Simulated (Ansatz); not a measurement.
**How the TO phonon frequency at L of rock-salt NbC moves with the method**

No measured value is used here.

```
level (code)         value (cm⁻¹)  cell (Å³/atom)
-------------------  ------------  --------------
LDA (Ansatz)                  606           10.85
PBE (Ansatz)           (withheld)           11.28
PBEsol (Ansatz)               597           11.01
PBE-D3(BJ) (Ansatz)           599           11.01
```

**Question.** Complete the blanks.

**Answer.** 
- PBE (Ansatz, an electronic-structure program), value (cm⁻¹): 578

PBE-D3(BJ): the dispersion coefficients are held fixed in the derivatives. Each level is taken at its own relaxed cell. Cutoffs differ between the levels. Ansatz's density-functional and Hartree–Fock values are scalar-relativistic unless marked +SOC, with PAW data made under PBE.
